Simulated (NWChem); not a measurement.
**Correlation energy of nitrogen (N2)**

```
N
N 1 1.1004
```
Charge 0, spin multiplicity 1.

All runs are NWChem calculations. All single points use one geometry, from B3LYP/def2-SVP, a minimum by its harmonic frequencies.

Basis set: def2-TZVP. Each correlation energy counts from its own Hartree-Fock reference.

The correlated methods keep 2 core orbitals frozen. Coupled-cluster values serve here as a point of comparison, not as the truth.

| method | correlation energy (mHa) |
|---|---|
| CCSD+T(CCSD) | [?] |
| CCSD(T) | -389.9 |
| CCSD | -371.4 |
| CR-CCSD(T) | -386.4 |
| MP2 | -373.0 |
| SCS-MP2 | -364.7 |
| CR-CCSD[T] | [?] |

Task: What belongs in the gaps?

Result: 
- CCSD+T(CCSD), correlation energy (mHa): -390.7
- CR-CCSD[T], correlation energy (mHa): -387.1
